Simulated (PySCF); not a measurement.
Assignment exercise: C4H6

Mapped SMILES: `[CH:1]#[C:2][CH2:3][CH3:4]`; H(Xn) means a hydrogen on atom n.

PySCF calculation with B97-2/pcSseg-2 with gauge-including orbitals, spin–spin couplings from B3LYP/pcJ-1 (without the spin–dipole term) and geometry from PBE0-D3(BJ)/def2-SVP; fast rotation and ring inversion assumed for equivalent nuclei, in vacuum, single conformer, no relativistic terms.

δ = σ(ref) − σ, references computed at the same level: ¹³C (183.46 ppm), ¹H (31.36 ppm) vs TMS.

Question: Assign these signals to the numbered atoms. ¹³C{¹H} NMR (computed): δ 88.7 (C), 71.1 (CH), 16.6 (CH3), 16.2 (CH2).

Answer: 
88.7 → C2, alkyne carbon: the triple bond shields along its axis, which puts it between sp3 and sp2 carbons
71.1 → C1, terminal alkyne carbon: the triple bond shields along its axis, which puts it between sp3 and sp2 carbons
16.6 → C4, methyl carbon: a saturated carbon with 1 carbon neighbour and no heteroatom attached
16.2 → C3, propargylic sp3 CH2: a saturated carbon with 2 carbon neighbours and no heteroatom attached

C4 and C3 lie closer than the usual error of such a calculation, so a measured spectrum could show them in the other order.

Question: Assign these signals to the numbered atoms. ¹H NMR (300 MHz, computed): δ 2.25 (qd, J = 8.5, 4.1 Hz, 2H), 1.62 (t, J = 4.1 Hz, 1H), 1.13 (t, J = 8.5 Hz, 3H).

Answer: 
2.25 → H(C3), hydrogen on a propargylic sp3 CH2
1.62 → H(C1), hydrogen on a terminal alkyne carbon: it lies on the axis of the triple bond, in its shielding cone
1.13 → H(C4), hydrogen on a methyl carbon

Multiplet labels drop couplings under 1 Hz and merge nearly equal ones. Unscaled 3J(H,H) at this level run about 10 % above measured values. Shifts are as computed. Against solution values, carbons near 30 ppm lie about +4 ppm off and those near 130 ppm about +7 ppm. Of 1211 compounds with measured shifts, 218 miss one by over three times the rms of a fit or turn the order of signals round; such compounds aren't used in these exercises.
